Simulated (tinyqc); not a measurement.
G0W0 on RHF in the sto-3g basis, for H2F+, spin multiplicity 1, step by step. One step of it, computed by the program tinyqc.

Question. Iteration 8 (converged): orbitals. Diagonalise F' = X^T F X, C = X C', fill 5 alpha and 5 beta electrons from the bottom; D = 2 C_occ C_occ^T. Each column has its largest component positive (the first on a tie).

converged F (hartree), order 1F 1s, 1F 2s, 1F 2px, 1F 2py, 1F 2pz, 2H 1s, 3H 1s:
$$\begin{pmatrix}
-26.612033 & -6.788278 & 0.000000 & -0.000154 & -0.022825 & -1.265912 & -1.248486 \\
-6.788278 & -3.646509 & 0.000000 & -0.001427 & -0.116097 & -1.274720 & -1.261948 \\
0.000000 & 0.000000 & -1.045549 & 0.000000 & 0.000000 & 0.000000 & 0.000000 \\
-0.000154 & -0.001427 & 0.000000 & -1.014754 & -0.000849 & -0.570487 & 0.566994 \\
-0.022825 & -0.116097 & 0.000000 & -0.000849 & -1.024751 & -0.394324 & -0.392200 \\
-1.265912 & -1.274720 & 0.000000 & -0.570487 & -0.394324 & -0.893732 & -0.394806 \\
-1.248486 & -1.261948 & 0.000000 & 0.566994 & -0.392200 & -0.394806 & -0.885587
\end{pmatrix}$$

X, order 1F 1s, 1F 2s, 1F 2px, 1F 2py, 1F 2pz, 2H 1s, 3H 1s:
$$\begin{pmatrix}
1.023975 & -0.138764 & 0.000000 & -0.000087 & -0.006080 & 0.019170 & 0.018994 \\
-0.138764 & 1.176334 & 0.000000 & 0.001156 & 0.061298 & -0.237799 & -0.234239 \\
0.000000 & 0.000000 & 1.000000 & 0.000000 & 0.000000 & 0.000000 & 0.000000 \\
-0.000087 & 0.001156 & 0.000000 & 1.085399 & 0.000393 & -0.193464 & 0.191768 \\
-0.006080 & 0.061298 & 0.000000 & 0.000393 & 1.024374 & -0.094756 & -0.093637 \\
0.019170 & -0.237799 & 0.000000 & -0.193464 & -0.094756 & 1.142544 & -0.079362 \\
0.018994 & -0.234239 & 0.000000 & 0.191768 & -0.093637 & -0.079362 & 1.139784
\end{pmatrix}$$

Give: F' = X^T F X; orbital energies; coefficients C; D after iteration 8.

Answer.

F' = X^T F X (hartree):
$$\begin{pmatrix}
-26.1300 & -3.4463 & 0.0000 & -0.0002 & -0.0406 & -0.1747 & -0.1703 \\
-3.4463 & -2.2388 & 0.0000 & 0.0009 & 0.0384 & -0.5250 & -0.5187 \\
0.0000 & 0.0000 & -1.0455 & 0.0000 & 0.0000 & 0.0000 & 0.0000 \\
-0.0002 & 0.0009 & 0.0000 & -0.7566 & 0.0001 & -0.4686 & 0.4657 \\
-0.0406 & 0.0384 & 0.0000 & 0.0001 & -0.9438 & -0.2682 & -0.2663 \\
-0.1747 & -0.5250 & 0.0000 & -0.4686 & -0.2682 & -0.3648 & -0.0877 \\
-0.1703 & -0.5187 & 0.0000 & 0.4657 & -0.2663 & -0.0877 & -0.3658
\end{pmatrix}$$

orbital energies (hartree): MO1 -26.6218, MO2 -2.0654, MO3 -1.2198, MO4 -1.0739, MO5 -1.0455, MO6 -0.0046, MO7 0.1857

coefficients C, order 1F 1s, 1F 2s, 1F 2px, 1F 2py, 1F 2pz, 2H 1s, 3H 1s:
$$\begin{pmatrix}
0.9946 & -0.2493 & 0.0008 & 0.0644 & 0.0000 & 0.1139 & -0.0023 \\
0.0234 & 0.9390 & -0.0044 & -0.3248 & 0.0000 & -0.7281 & 0.0161 \\
0.0000 & 0.0000 & 0.0000 & 0.0000 & 1.0000 & 0.0000 & 0.0000 \\
0.0000 & 0.0013 & 0.7323 & -0.0033 & 0.0000 & 0.0123 & 0.8461 \\
0.0024 & 0.1071 & 0.0035 & 0.8949 & 0.0000 & -0.5084 & 0.0092 \\
-0.0045 & 0.0878 & 0.3385 & 0.1869 & 0.0000 & 0.7531 & -0.8311 \\
-0.0044 & 0.0866 & -0.3371 & 0.1900 & 0.0000 & 0.7771 & 0.8032
\end{pmatrix}$$

D after iteration 8, order 1F 1s, 1F 2s, 1F 2px, 1F 2py, 1F 2pz, 2H 1s, 3H 1s:
$$\begin{pmatrix}
2.1111 & -0.4635 & 0.0000 & 0.0002 & 0.0667 & -0.0281 & -0.0281 \\
-0.4635 & 1.9757 & 0.0000 & -0.0019 & -0.3801 & 0.0403 & 0.0420 \\
0.0000 & 0.0000 & 2.0000 & 0.0000 & 0.0000 & 0.0000 & 0.0000 \\
0.0002 & -0.0019 & 0.0000 & 1.0726 & -0.0006 & 0.4947 & -0.4947 \\
0.0667 & -0.3801 & 0.0000 & -0.0006 & 1.6247 & 0.3557 & 0.3562 \\
-0.0281 & 0.0403 & 0.0000 & 0.4947 & 0.3557 & 0.3145 & -0.1419 \\
-0.0281 & 0.0420 & 0.0000 & -0.4947 & 0.3562 & -0.1419 & 0.3144
\end{pmatrix}$$
